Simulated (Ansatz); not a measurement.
# AlSiH3 (triplet): from Hartree-Fock to the top rungs at distance Al1–H4 along a hydrogen transfer = 1.791 Å, cc-pVDZ

How much of the correlation energy of AlSiH3 (triplet) does each wave-function method recover here?

Method: cc-pVDZ, core rule «outside noble gas», up to 10 orbitals frozen; program: Ansatz 0.2.0, Gaussian basis.

To be run: UHF; CCSD(T) on ROHF; CCSD(T) on UHF; BCCD(T) on ROHF; CISD; CCSDT(Q) on ROHF; CCSDT(Q) on UHF; CASSCF and MRCISD+Q, 4 electrons in 4 orbitals; CASSCF and NEVPT2, 4 electrons in 4 orbitals.

15 further runs of the same task are left out: 9 for a known fault of the program, 1 for a mislabelled method, 5 that didn't finish.

## Step 1: What is computed

The geometry derives from fragments relaxed apart (PBE0/def2-TZVP) and kept rigid, so it is no stationary point. A hydrogen atom is moved between rigid fragments.

5 atoms, charge 0, spin multiplicity 3.

Atoms are counted from 1 here; the program's logs count them from 0.

Bond lengths: Al1–H2 1.586 Å, Al1–H3 1.586 Å, Al1–H4 1.791 Å, H4–Si5 1.713 Å. Angles: H2–Al1–H3 120.0°, H2–Al1–H4 120.0°, H3–Al1–H4 120.0°, Al1–H4–Si5 180.0°.

## Step 2: UHF

The input, in.yaml:

```yaml
crystal:
  periodic: [false, false, false]
  atoms:
    - {symbol: Al, position_ang: [-1.697657, 0.000000, 0.000000]}
    - {symbol: H, position_ang: [-2.490581, 1.373384, 0.000000]}
    - {symbol: H, position_ang: [-2.490581, -1.373384, 0.000000]}
    - {symbol: H, position_ang: [0.093343, 0.000000, 0.000000]}
    - {symbol: Si, position_ang: [1.806343, 0.000000, 0.000000]}
basis:
  gaussian: {orbitals: cc-pVDZ}
magnetization: {spin_polarized: true, initial_magnetization: 2}
hamiltonian: {xc: hf}
output: {orbitals: {seedname: orbitals}}
```

The run is started by

```sh
$ ansatz run in.yaml --threads 1 --pin off --events-out ev --progress --plain --max-ram 2393MiB
```

The runs that follow: CCSD(T) on ROHF; CCSD(T) on UHF; BCCD(T) on ROHF; CISD; CCSDT(Q) on ROHF; CCSDT(Q) on UHF; CASSCF and MRCISD+Q, 4 electrons in 4 orbitals; CASSCF and NEVPT2, 4 electrons in 4 orbitals.

**Question.** What will the summary of the whole plan be? Wanted: UCCSDT(Q) below the RHF energy; RMP2 from UCCSDT(Q); UMP2 from UCCSDT(Q); RCCSD from UCCSDT(Q); RCCSD(T) from UCCSDT(Q); UCCSD(T) from UCCSDT(Q); RCCSDT(Q) from UCCSDT(Q); NEVPT2 pair from UCCSDT(Q); MRCISD+Q pair from UCCSDT(Q).

**Answer**, as computed:

| quantity | value |
| --- | --- |
| UCCSDT(Q) below the RHF energy | -5.0080 eV |
| RMP2 from UCCSDT(Q) | +29.16 kcal/mol |
| UMP2 from UCCSDT(Q) | +29.60 kcal/mol |
| RCCSD from UCCSDT(Q) | +3.47 kcal/mol |
| RCCSD(T) from UCCSDT(Q) | +0.92 kcal/mol |
| UCCSD(T) from UCCSDT(Q) | +0.92 kcal/mol |
| RCCSDT(Q) from UCCSDT(Q) | +0.01 kcal/mol |
| NEVPT2 pair from UCCSDT(Q) | +28.91 kcal/mol |
| MRCISD+Q pair from UCCSDT(Q) | -0.01 kcal/mol |
| levels within 1 kcal/mol (43 meV) | RCCSD(T), UCCSD(T), BCCD(T), RCCSDT, UCCSDT, RCCSDT(Q), MRCISD+Q pair |
| T1 diagnostic | 0.025 |

In words: RCCSD(T) misses by +0.92 kcal/mol, 0.8 % of the correlation energy. Of the multireference levels listed MRCISD+Q pair comes nearest in total energy (-0.01 kcal/mol), which doesn't show that its space is the better one. These misses are within one basis, not against nature; the frozen cores of restricted and unrestricted runs differ, which can shift their rows.
